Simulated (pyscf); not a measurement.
PySCF, gas phase, ωB97X-D3(BJ)/def2-SVP geometries.

Q: H₃C–CH₂–ZnH + H₂ → H₃C–CH₃ + ZnH₂
Surface: singlet. Broken: C–H, C–Zn, H–H. Formed: C–H, C–H, H–Zn. Give ΔE‡ and ΔE from B3LYP-D3(BJ)/def2-TZVP, relative to the separated reactants.

A: ΔE‡ = 3.55 eV, ΔE = -0.55 eV. ωB97M-D3(BJ)/def2-TZVP gives 3.59 eV and -0.59 eV. Zero-point energy shifts the barrier by -0.02 eV. It is a multi-bond step, with an imaginary mode of 1622i cm⁻¹. From the product side, ZnH• + H• + H₃C–CH₃ lies, by one bond made or cut, 0.63 eV under this saddle at ωB97M-D3(BJ). The same reactants have a lower exit, to •H₂C–CH₃ + ZnH• + H₂ (no saddle counted: cutting one bond costs +2.97 eV at ωB97M-D3(BJ), against +3.59 eV here). One saddle was located; it need not be the lowest between these sides. Elements up to Kr have no core potential and no relativistic terms here.
